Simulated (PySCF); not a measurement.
Geometries of 3 isomers of C2H5O (doublet state), from PBE0-D3(BJ)/def2-SVP geometry optimisation, gas phase (PySCF). One conformer each, no zero-point energy, no frequencies.

Task: Which is lowest in electronic energy at this level?
A.
```xyz
8
angstrom
C     -0.775   -0.188    0.095
C      0.554    0.416    0.357
O      1.586    0.160   -0.490
H     -1.472    0.029    0.918
H     -1.243    0.181   -0.842
H     -0.712   -1.289    0.006
H      0.640    1.405    0.815
H      1.441   -0.696   -0.909
```
B.
```xyz
8
angstrom
C      0.784    0.097    0.048
C     -0.718   -0.099   -0.045
O     -1.398    0.824   -0.760
H      1.254   -0.698    0.647
H      1.237    0.087   -0.955
H      1.018    1.065    0.515
H     -1.186   -0.154    0.968
H     -0.974   -1.102   -0.467
```
C.
```xyz
8
angstrom
C      0.964    0.301   -0.049
C     -0.304   -0.457    0.068
O     -1.425    0.252   -0.391
H      1.099    0.983   -0.894
H      1.833    0.048    0.564
H     -0.259   -1.378   -0.549
H     -0.434   -0.815    1.112
H     -1.454    1.085    0.091
```

Result: A. That is `C[CH]O` [radical], 8.5 kcal/mol below the next.

```
 SMILES  atoms numbered as above      E (Eh)  relative (kcal/mol)  relative (kJ/mol)  dipole (D)   ⟨S²⟩
 C[CH]O      [CH3:1][CH:2][OH:3]  -154.09156                  0.0                0.0        1.60  0.754
  CC[O]      [CH3:1][CH2:2][O:3]  -154.07808                  8.5               35.4        1.99  0.754
[CH2]CO     [CH2:1][CH2:2][OH:3]  -154.07675                  9.3               38.9        1.46  0.755
```
